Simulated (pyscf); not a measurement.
H₂N–NH₂ + H₂ → H₂N–NH₂ + H₂ (four-centre exchange; singlet surface; H–N, H–H broken, H–N, H–H formed). PySCF, gas phase, ωB97X-D3(BJ)/def2-SVP geometries. Energies in kcal/mol from the separated reactants.

| level | barrier | reaction energy |
|---|---|---|
| ωB97X-D3(BJ)/def2-TZVP | 60.9 | 0.0 |
| PBE/def2-TZVP | ___ | 0.0 |
| B3LYP-D3(BJ)/def2-TZVP | 58.8 | 0.0 |
| PBE0-D3(BJ)/def2-TZVP | ___ | 0.0 |
| M06-2X/def2-TZVP | 62.5 | 0.0 |
| ωB97M-D3(BJ)/def2-TZVP | 58.6 | 0.0 |

Fill in the missing entries.


- PBE/def2-TZVP, barrier: 54.4
- PBE0-D3(BJ)/def2-TZVP, barrier: 56.6

The functionals in the table span 8.1 kcal/mol in this barrier, from PBE to M06-2X. One saddle was located; it need not be the lowest between these sides.
